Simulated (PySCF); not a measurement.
These are B3LYP-D3(BJ)/def2-TZVP run with PySCF values and carry that method's errors. Gas-phase values, no solvent. B3LYP has the VWN-RPA correlation part, as in Gaussian. Delta-SCF ions had no search for a lower state. Excitations are Tamm–Dancoff values on a coarser integration grid. The basis has no diffuse functions, so Rydberg states are missing or too high.

Reference species (SMILES): `CCCl` (neutral, multiplicity 1).

* **vertical ionisation energy (Delta-SCF)**: 10.93 eV
* **T1 excitation (TDA)**: 6.45 eV
* **HOMO**: -8.05 eV
* **S1 oscillator strength**: 0.001

Changed species: `C#CCC` (X = ethynyl; the reference has X = chloro).

Q: Give the shifts of the vertical ionisation energy (Delta-SCF), T1 excitation (TDA), HOMO and S1 oscillator strength.

A: the vertical ionisation energy (Delta-SCF) decreases by 0.83 eV, to 10.10 eV; the T1 excitation (TDA) falls by 0.95 eV, to 5.50 eV; the HOMO rises by 0.61 eV, to -7.44 eV; the S1 oscillator strength hardly moves.
